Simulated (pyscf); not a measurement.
## Four-centre exchange: `[F][BH][F]` + `[CH4]` → `[CH3][B]([F])[F]` + `[H][H]`

Gas phase, singlet surface, charge 0. Bonds broken: B2–H4, C5–H6. Bonds formed: B2–C5, H4–H6. Optimised with ωB97X-D3(BJ)/def2-SVP in PySCF.

Transition state (Å):

```xyz
9

F      0.2428     1.1389    -1.1480
B      0.4192     0.5167     0.0481
F      1.3523     1.0042     0.9088
H      0.7124    -0.7827    -0.1947
C     -1.1228     0.4092     0.8747
H     -0.2084    -0.5696     0.3171
H     -1.9935     0.0911     0.2837
H     -1.1375    -0.0411     1.8778
H     -1.1645     1.5040     0.9904
```

One imaginary mode, 1409i cm⁻¹; descent along it reached the two sides named.

```json
[
 {"bond": "B2–H4", "change": "breaks", "reactant side (Å)": "1.202", "saddle": "1.354", "product side": "2.9"},
 {"bond": "C5–H6", "change": "breaks", "reactant side (Å)": "1.100", "saddle": "1.451", "product side": "3.2"},
 {"bond": "B2–C5", "change": "forms", "reactant side (Å)": "3.3", "saddle": "1.753", "product side": "1.565"},
 {"bond": "H4–H6", "change": "forms", "reactant side (Å)": "2.8", "saddle": "1.075", "product side": "0.760"}
]
```

Electronic energies relative to the separated reactants (kcal/mol):

| level | barrier | reaction energy | reverse barrier |
|---|---|---|---|
| ωB97X-D3(BJ)/def2-TZVP | 50.5 | +2.9 | 47.5 |
| PBE/def2-TZVP | 42.8 | +2.8 | 39.9 |
| r²SCAN/def2-TZVP | 44.6 | +2.1 | 42.5 |
| B3LYP-D3(BJ)/def2-TZVP | 50.7 | +3.6 | 47.1 |
| PBE0-D3(BJ)/def2-TZVP | 44.6 | +2.7 | 41.9 |
| M06-2X/def2-TZVP | 50.5 | +2.5 | 48.0 |
| ωB97M-D3(BJ)/def2-TZVP | 50.3 | +3.1 | 47.1 |
| HF/def2-TZVP | 71.7 | +7.2 | 64.5 |

With ωB97M-D3(BJ)/def2-TZVP energies and thermal terms (ideal gas, 1 atm, RRHO with modes under 100 cm⁻¹ raised to 100, one conformer, R ln 2 for chiral ones without a mode under 150 cm⁻¹), in kcal/mol:

| T (K) | ΔH‡ | ΔG‡ | ΔH | ΔG |
|---|---|---|---|---|
| 298 | 49.3 | 58.9 | -0.3 | +0.4 |
| 600 | 49.5 | 68.7 | +1.1 | +0.5 |
| 900 | 50.2 | 78.1 | +2.3 | -0.1 |
| 1200 | 51.0 | 87.3 | +3.2 | -1.0 |

At the saddle there is also a short B–H contact that neither side keeps. One saddle was located; it need not be the lowest between these sides.
